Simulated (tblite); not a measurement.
Species: C5H13P.
Structure used (GFN2-xTB), in Å, numbered top down from 1:
```
atom  x, y, z in Å
C1     1.720    0.893   -1.400
C2     1.076   -0.097   -0.808
P3    -0.440   -0.174    0.349
C4    -0.704    1.635    0.405
C5    -1.376   -1.145   -0.909
C6     0.587   -0.923    1.684
H7     1.438    1.927   -1.287
H8     2.576    0.718   -2.038
H9     1.444   -1.110   -0.991
H10   -1.617   -0.411    1.257
H11   -1.557    1.875    1.035
H12    0.199    2.101    0.797
H13   -0.871    1.994   -0.610
H14   -2.380   -0.724   -0.950
H15   -1.454   -2.166   -0.535
H16   -0.918   -1.142   -1.897
H17    1.659   -0.831    1.517
H18    0.310   -1.975    1.756
H19    0.301   -0.436    2.616
```

Structure optimised with GFN2-xTB, isolated species.

Q: Which atoms are bound to P3, and at what distances?

A: 5 atoms: H10 1.505 Å, C4 1.828 Å, C6 1.844 Å, C5 1.844 Å, C2 1.908 Å. The nearest atom not counted as bound is H14, at 2.40 Å (others tie with it).

Q: List the angles at P3.

A: 
| angle | degrees | distance of the outer atoms (Å) |
| --- | --- | --- |
| C2–P3–H10 | 173.2 | 3.41 |
| C5–P3–C6 | 124.2 | 3.26 |
| C4–P3–C5 | 117.9 | 3.15 |
| C4–P3–C6 | 117.4 | 3.14 |
| C2–P3–C4 | 95.4 | 2.76 |
| C4–P3–H10 | 91.4 | 2.40 |
| C2–P3–C6 | 90.7 | 2.67 |
| C2–P3–C5 | 90.6 | 2.67 |
| C6–P3–H10 | 86.3 | 2.30 |
| C5–P3–H10 | 86.1 | 2.30 |

Q: What is the shape at P3?

A: Trigonal bipyramidal: τ5 = (β − α)/60° = 0.82 from the two widest angles, 173.2° and 124.2° (0 for a square pyramid, 1 for a trigonal bipyramid). The P–C distances aren't all alike: 1.828 to 1.908 Å.

Q: What are the other bond lengths?

A: C1=C2 1.322 Å; C1–H7 1.078 Å; C1–H8 1.081 Å; C2–H9 1.094 Å; C4–H11 and 8 like bonds 1.089 Å.

Q: Give some angles away from the centre.

A: C1–C2–P3 133.6°.

Q: What are the rotational constants (commonest isotopes, rigid rotor)?

A: A = 2932, B = 2159, C = 2110 MHz: an asymmetric top.

Point group: Cs (tolerance 0.08 Å). Charge 0, singlet. Its GFN2-xTB frequencies are all real (lowest 34 cm⁻¹).

The run took 0.5 s wall on one thread, Intel Xeon 6975P-C (x86_64), no GPU, on a shared host. That covers the optimisation of the geometry.

The numbers are calculated, not measured.
